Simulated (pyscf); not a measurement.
One four-centre exchange on the singlet surface with elements of a group swapped. ωB97M-D3(BJ)/def2-TZVP, kcal/mol, from the separated reactants. PySCF, gas phase, ωB97X-D3(BJ)/def2-SVP geometries.

| step | barrier | reaction energy | imaginary mode (i cm⁻¹) |
|---|---|---|---|
| H₃C–CH₂–Zn–SH + H₂ -> H₃C–CH₂–ZnH + H₂S | ? | ? | 1214 |
| H₃C–CH₂–Zn–SeH + H₂ → H₃C–CH₂–ZnH + H₂Se | 36.2 | +22.3 | 1154 |

Fill in the missing entries.


- H₃C–CH₂–Zn–SH + H₂ -> H₃C–CH₂–ZnH + H₂S, barrier: 34.9
- H₃C–CH₂–Zn–SH + H₂ -> H₃C–CH₂–ZnH + H₂S, reaction energy: +18.7

Row 1: On the product side the descent ends in a complex, 6.9 kcal/mol under the separated species and 20.2 kcal/mol under the saddle at ωB97X-D3(BJ)/def2-TZVP. Row 2: On the product side the descent ends in an adduct with a Se–Zn contact, 7.2 kcal/mol under the separated species and 17.3 kcal/mol under the saddle at ωB97X-D3(BJ)/def2-TZVP. Each row is the saddle that its search found. Elements up to Kr have no core potential and no relativistic terms here.
